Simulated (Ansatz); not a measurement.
Cost and result for the atomization energy of C3H5FO, SMILES `C[C@H]1O[C@H]1F` (10 atoms, 10 bonds).

| atom | x (Å) | y (Å) | z (Å) |
| --- | --- | --- | --- |
| C1 | -0.431 | -1.118 | -0.354 |
| C2 | 0.383 | -0.120 | 0.401 |
| O3 | 1.286 | 0.707 | -0.370 |
| C4 | 0.205 | 1.312 | 0.226 |
| F5 | -0.753 | 1.760 | -0.619 |
| H6 | -1.224 | -1.510 | 0.288 |
| H7 | -0.885 | -0.667 | -1.235 |
| H8 | 0.193 | -1.957 | -0.669 |
| H9 | 0.819 | -0.463 | 1.338 |
| H10 | 0.406 | 2.057 | 0.993 |

Total charge 0; spin multiplicity 1. The structure was optimised at the PBE0-D4/def2-TZVP level. Program: Ansatz. All runs use 4 threads of a server CPU on a shared host. Times are those of one run each, without the atoms' runs, and a repeat can differ threefold. Electronic energies, without spin–orbit coupling; frozen cores. CCSD(T)/CBS adds CCSD(T) − MP2 in def2-TZVPP to the MP2 limit, and its time is that of the two runs behind it. T1 = 0.012. B3LYP takes the VWN-RPA correlation (the form of Gaussian; ORCA's B3LYP/G).

CCSD(T)/CBS is a level of theory with its own doubt, some kJ/mol a heavy atom from the limit and from the frozen cores, so smaller differences don't rank the functionals.

| level | functions | wall time |
| --- | --- | --- |
| PBE-D4/def2-TZVPP (with forces) | 225 | 2.1 s |
| PBE0-D4/def2-TZVPP | 225 | 2.2 s |
| B3LYP-D4/def2-TZVPP (with forces) | 225 | 3.4 s |
| r2SCAN-D4/def2-TZVPP (with forces) | 225 | 3.9 s |
| B2PLYP/def2-TZVPP | 225 | 4.4 s |
| ωB97X-V/def2-TZVPP | 225 | 6 s |
| ωB97M-V/def2-TZVPP (with forces) | 225 | 8.5 s |
| MP2/def2-QZVPP | 435 | 19 s |
| CCSD(T)/def2-TZVPP | 225 | 120 s |
| CCSD(T)/CBS(def2) | – | 2.3 min |

Task: What atomization energy does each give, and how far from CCSD(T)/CBS? (Best estimate.)

Result: Ansatz gave: 
```json
{"level": "PBE-D4/def2-TZVPP (with forces)", "atomization (kcal/mol)": "998.6", "difference from CCSD(T)/CBS": "35.3", "per bond": "3.5"}
{"level": "PBE0-D4/def2-TZVPP", "atomization (kcal/mol)": "973.1", "difference from CCSD(T)/CBS": "9.8", "per bond": "1.0"}
{"level": "B3LYP-D4/def2-TZVPP (with forces)", "atomization (kcal/mol)": "962.3", "difference from CCSD(T)/CBS": "-1.0", "per bond": "-0.1"}
{"level": "r2SCAN-D4/def2-TZVPP (with forces)", "atomization (kcal/mol)": "970.2", "difference from CCSD(T)/CBS": "6.9", "per bond": "0.7"}
{"level": "B2PLYP/def2-TZVPP", "atomization (kcal/mol)": "954.8", "difference from CCSD(T)/CBS": "-8.5", "per bond": "-0.9"}
{"level": "ωB97X-V/def2-TZVPP", "atomization (kcal/mol)": "968.0", "difference from CCSD(T)/CBS": "4.7", "per bond": "0.5"}
{"level": "ωB97M-V/def2-TZVPP (with forces)", "atomization (kcal/mol)": "968.2", "difference from CCSD(T)/CBS": "4.9", "per bond": "0.5"}
{"level": "MP2/def2-QZVPP", "atomization (kcal/mol)": "977.8", "difference from CCSD(T)/CBS": "14.5", "per bond": "1.4"}
{"level": "CCSD(T)/def2-TZVPP", "atomization (kcal/mol)": "939.2", "difference from CCSD(T)/CBS": "-24.1", "per bond": "-2.4"}
{"level": "CCSD(T)/CBS(def2)", "atomization (kcal/mol)": "963.3", "difference from CCSD(T)/CBS": "0.0", "per bond": "0.0"}
```

In def2-TZVPP, CCSD(T) changes the Hartree–Fock value by +255.6 kcal/mol (the triples alone add +16.7 kcal/mol) and MP2 by +280.0 kcal/mol; breaking electron pairs costs correlation energy, which Hartree–Fock lacks. From PBE to PBE0 (25 % exact exchange), in def2-TZVPP and without D4, the atomization energy moves by −24.8 kcal/mol: exact exchange takes away binding that semilocal exchange gives to molecules. The D4 term adds +5.7 kcal/mol with B3LYP and +2.9 kcal/mol with PBE0; it sums over pairs of atoms, weighted by their polarisabilities, and B3LYP, whose exchange is more repulsive, gets the larger term.
